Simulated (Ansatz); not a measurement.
CH4, singlet: the ladder up to RCCSDT(Q)

Geometry: a PBE0/def2-TZVP stationary point for this spin, not checked as a minimum.

| atom | x (Å) | y (Å) | z (Å) |
| --- | --- | --- | --- |
| C | 0.0000 | 0.0000 | 0.0000 |
| H | 0.6280 | 0.6300 | 0.6292 |
| H | -0.6316 | -0.6267 | 0.6289 |
| H | -0.6266 | 0.6282 | -0.6325 |
| H | 0.6301 | -0.6314 | -0.6257 |

Basis cc-pVTZ; Ansatz 0.2.0. Only valence electrons are correlated (noble-gas cores frozen), which leaves 8 electrons in 85 orbitals. R marks a restricted (for open shells ROHF) determinant. Active spaces: valence = (8e, 8o) chosen from the atoms' valence shells.

Full CI isn't at hand for all of this; RCCSDT(Q) serves as the reference, and is uncertain by about the last step of the cluster series.

The UHF ⟨S²⟩ is 0.000, the T1 diagnostic (RCCSD) is 0.0072 and the largest doubles amplitude (RCCSD) is 0.035.

```csv
level,E − E(RCCSDT(Q)) (kJ/mol),share of correlation (%),wall time
RHF,591.6,0.00,–
RMP2,70.9,88.01,–
RCCSD,17.9,96.97,–
RCCSD(T),1.4,99.76,4.3 s
BCCD(T),1.3,99.77,1 s
RCCSDT,0.4,99.93,–
CASSCF (valence space),373.9,36.79,–
NEVPT2 (valence space),87.1,85.27,2.9 s
```

The correlation energy at RCCSDT(Q), counted from RHF, is -6.131 eV. That run took 47 s on 1 thread of Arm Neoverse V2, shared host.

Times hold each run's SCF and search for its determinant on a shared host, so for small cases they say little of a method's own cost; they ran on 1 thread of Arm Neoverse V2.

Natural occupations of CASSCF (valence space) about the gap: 1.984 1.979 1.979 1.979 0.020 0.020 0.020 0.020; effectively unpaired electrons, Σ n²(2−n)², 0.01.

Atomization energy (electronic, same basis, no zero-point term; atoms at the same level, unrestricted beside the R rows where the molecule is a closed shell, with restricted open-shell steps beyond CCSDT(Q)) at RCCSDT(Q): 1727.9 kJ/mol. Errors of other levels:

```json
{"level": "RHF", "error (kJ/mol)": "-356.1"}
{"level": "RMP2", "error (kJ/mol)": "-11.2"}
{"level": "RCCSD", "error (kJ/mol)": "-11.3"}
{"level": "RCCSD(T)", "error (kJ/mol)": "-0.1"}
{"level": "BCCD(T)", "error (kJ/mol)": "0.2"}
{"level": "RCCSDT", "error (kJ/mol)": "-0.3"}
{"level": "CASSCF (valence space)", "error (kJ/mol)": "-175.8"}
{"level": "NEVPT2 (valence space)", "error (kJ/mol)": "-46.2"}
```

This basis is far from its limit, so the value isn't to be set against a measured one.
